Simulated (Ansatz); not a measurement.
Reaction (SMILES): Cl (HCl) → [Cl-] + H+
B3LYP-D3(BJ)/def2-TZVP geometries, fixed; electronic energies without zero-point terms.

The deprotonation energy at CCSD(T) with Ansatz (a program for electronic structure), in kcal/mol, split into its Hartree-Fock and correlation parts. Cores are frozen. No added dispersion term, no relativity. Functions are those of the species that has most.

```csv
basis,X,functions,Hartree-Fock,CCSD(T)
aug-cc-pV(D+d)Z,2,41,333.24,336.27
aug-cc-pV(T+d)Z,3,78,335.75,338.27
aug-cc-pV(Q+d)Z,4,135,336.05,337.23
aug-cc-pV(5+d)Z,5,216,336.16,337.04
```

Worked estimate of the basis-set limit from each neighbouring pair, with Hartree-Fock from the larger set and the correlation part extrapolated as X^-3.
Correlation parts: X = 2: 3.03, X = 3: 2.52, X = 4: 1.18, X = 5: 0.88.
- (2,3): (27·(2.52) - 8·(3.03))/19 = 2.31; with Hartree-Fock 335.75 the estimate is 338.06 kcal/mol.
- (3,4): (64·(1.18) - 27·(2.52))/37 = 0.20; with Hartree-Fock 336.05 the estimate is 336.25 kcal/mol.
- (4,5): (125·(0.88) - 64·(1.18))/61 = 0.57; with Hartree-Fock 336.16 the estimate is 336.73 kcal/mol.
The last two estimates differ by 0.47 kcal/mol; the largest set lies 0.31 from the last. Over the last step Hartree-Fock moves by 0.11 and the correlation part by -0.30.
